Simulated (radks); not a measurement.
# F⁴⁺ in [He] 2s2 2p1: an all-electron calculation

An exercise on one series of results from a longer session: the logs are not shown, and one member is left open.

The numbers are computed with radks (a radial shooting solver on a logarithmic mesh, Libxc functionals) version 1 (non-relativistic Kohn-Sham, HCTH/407, spin-polarised, spherical densities, point nucleus; open shells are filled with parallel spins first), except any that are marked as measured or tabulated.

## What is computed

```
element       : fluorine (Z = 9)
charge        : +4
electrons     : 5
configuration : [He] 2s2 2p1
```

The outer shells:

F⁴⁺
```
[He] core
2s [↑↓]
2p [↑ ][  ][  ]
```

Set-up of the first run:

Settings of this run:

```text
Z 9
configuration [He] 2s2 2p1 3s0 3p0
relativity non-relativistic
functional hcth_407
spin polarised
nucleus point
```

Started as:

```console
$ python run_ks.py task.json out
```

The same process makes all the runs of this session.

One table of the session follows, with a row left open; its other results are not shown here.

It belongs to the step «Shells». Radial moments (bohr):

```
  level     <r>  outermost maximum (interpolated)  90 % within  nodes
  1s up  0.1761                             0.115        0.315      0
1s down  0.1755                             0.115        0.313      0
  2s up  0.8321                             0.696         1.28      1
2s down  0.8476                             0.704         1.31      1
  2p up  0.7662                             0.596         1.25      0
2p down  0.7879                             0.611         1.29      0
  3s up       ?                                 ?            ?      ?
```

**Question.** Estimate the row for 3s up.

As computed: <r>: 2.197; outermost maximum (interpolated): 2.04; 90 % within: 3.19; nodes: 2. In the column «<r>» it is the highest.

To keep in mind: Open shells are spherical and high-spin; term and fine-structure splittings are not resolved.
